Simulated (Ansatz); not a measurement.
# AlSiH (triplet): wave-function methods side by side at distance Si1–Al2 = 2.847 Å, 6-31G

Aim: climb from Hartree-Fock through coupled cluster and multireference methods for AlSiH (triplet) at one geometry and basis, and see what each rung misses.

Program: Ansatz 0.2.0, Gaussian basis. Level of theory: 6-31G, core rule «outside noble gas», up to 10 orbitals frozen. These are calculated values, not measurements.

To be run: UHF; CCSD(T) on ROHF; CCSD(T) on UHF; BCCD(T) on ROHF; CISD; CCSDT(Q) on ROHF; CCSDT(Q) on UHF; CISDTQ; CCSDTQ on ROHF; CCSDTQ on UHF; CASSCF and MRCISD+Q, 4 electrons in 4 orbitals; CASSCF and NEVPT2, 4 electrons in 4 orbitals; CASSCF and MRCISD+Q, 8 electrons in 9 orbitals; CASSCF and NEVPT2, 8 electrons in 9 orbitals; Full CI.

17 further runs of the same task are left out: 13 that didn't finish, 4 set aside as unsound or not needed.

## 1. The geometry

The geometry derives from a PBE0/def2-TZVP stationary point (not a proven minimum). One bond is set to the value named and the two fragments are kept rigid.

3 atoms, charge 0, spin multiplicity 3.

Atoms are counted from 1 here; the program's logs count them from 0.

Bond lengths: Al2–H3 1.599 Å.

## 2. UHF

File in.yaml:

```yaml
crystal:
  periodic: [false, false, false]
  atoms:
    - {symbol: Si, position_ang: [0.000000, 0.000000, 2.430955]}
    - {symbol: Al, position_ang: [0.000000, 0.000000, -0.416045]}
    - {symbol: H, position_ang: [0.000000, 0.000000, -2.014911]}
basis:
  gaussian: {orbitals: 6-31G}
magnetization: {spin_polarized: true, initial_magnetization: 2}
hamiltonian: {xc: hf}
output: {orbitals: {seedname: orbitals}}
```

Started as:

```console
> ansatz run in.yaml --threads 1 --pin off --events-out ev --progress --plain --max-ram 2393MiB
```

After this run come: CCSD(T) on ROHF; CCSD(T) on UHF; BCCD(T) on ROHF; CISD; CCSDT(Q) on ROHF; CCSDT(Q) on UHF; CISDTQ; CCSDTQ on ROHF; CCSDTQ on UHF; CASSCF and MRCISD+Q, 4 electrons in 4 orbitals; CASSCF and NEVPT2, 4 electrons in 4 orbitals; CASSCF and MRCISD+Q, 8 electrons in 9 orbitals; CASSCF and NEVPT2, 8 electrons in 9 orbitals; Full CI.

Before running them: what should the planned runs give, taken together? Wanted: FCI below the RHF energy; RMP2 from FCI; UMP2 from FCI; RCCSD from FCI; RCCSD(T) from FCI; UCCSD(T) from FCI; RCCSDT(Q) from FCI; UCCSDT(Q) from FCI; MRCISD+Q pair from FCI.

As calculated:

| quantity | value |
| --- | --- |
| FCI below the RHF energy | -2.3440 eV |
| RMP2 from FCI | +850.0 meV |
| UMP2 from FCI | +850.3 meV |
| RCCSD from FCI | +116.4 meV |
| RCCSD(T) from FCI | +45.1 meV |
| UCCSD(T) from FCI | +45.2 meV |
| RCCSDT(Q) from FCI | +0.2 meV |
| UCCSDT(Q) from FCI | -1.4 meV |
| MRCISD+Q pair from FCI | -22.6 meV |
| NEVPT2 valence from FCI | +210.8 meV |
| MRCISD+Q valence from FCI | +4.2 meV |
| levels within 1 kcal/mol (43 meV) | RCCSDT, UCCSDT, CISDTQ, RCCSDT(Q), UCCSDT(Q), RCCSDTQ, UCCSDTQ, MRCISD+Q pair, MRCISD valence, MRCISD+Q valence |
| T1 diagnostic | 0.062 |
| effectively unpaired electrons | 2.11 |

What this shows: RCCSD(T) misses by +45.1 meV, 1.9 % of the correlation energy. MRCISD+Q pair falls below full CI: the +Q correction isn't variational, and the cores differ from full CI's. The occupations are near whole numbers, but T1 = 0.062 shows that the orbitals relax strongly. Of the multireference levels listed MRCISD+Q valence comes nearest in total energy (+4.2 meV), which doesn't show that its space is the better one. These misses are within one basis, not against nature; the frozen cores of restricted and unrestricted runs differ, which can shift their rows.
